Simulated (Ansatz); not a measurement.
Results of HSE06-D3(BJ) (PAW; Ansatz, a program for electronic structure) for bcc Rb.

Numerical settings: plane-wave cutoff 460 eV, 8×8×8 k mesh, Fermi–Dirac smearing 0.05 eV, scalar-relativistic PAW data made under PBE.

The volume scan:

```json
[
 {"V (Å³/atom)": "80.431", "E − E_lowest (meV/atom)": "2.64", "P (GPa)": "0.197"},
 {"V (Å³/atom)": "82.547", "E − E_lowest (meV/atom)": "0.70", "P (GPa)": "0.098"},
 {"V (Å³/atom)": "84.664", "E − E_lowest (meV/atom)": "0.00", "P (GPa)": "0.010"},
 {"V (Å³/atom)": "87.080", "E − E_lowest (meV/atom)": "0.53", "P (GPa)": "-0.078"},
 {"V (Å³/atom)": "88.897", "E − E_lowest (meV/atom)": "1.76", "P (GPa)": "-0.138"}
]
```

### Question
What bulk modulus B0 and pressure derivative B′ does a third-order Birch–Murnaghan fit give?

### Answer
V0 = 84.926 Å³/atom, B0 = 3.28 GPa, B′ = 3.6 (fit to the energies at full precision).

Measured, for comparison: bulk modulus 2.92 GPa (corrected for temperature and zero-point phonon effects, our sources range from 2.92 to 3.60; as tabulated in Levämäki et al. (2014), arXiv:1402.3671); equilibrium volume per atom 86.68 Å³/atom (low-temperature or extrapolated to 0 K; zero-point anharmonic expansion removed; as tabulated in Csonka et al. (2009), arXiv:0903.4037). Computed (rounded) less measured: bulk modulus not scored (sources differ), equilibrium volume per atom -2.0 %.

Static lattice: no zero-point or thermal effects.

The result took roughly 19 core-minutes.
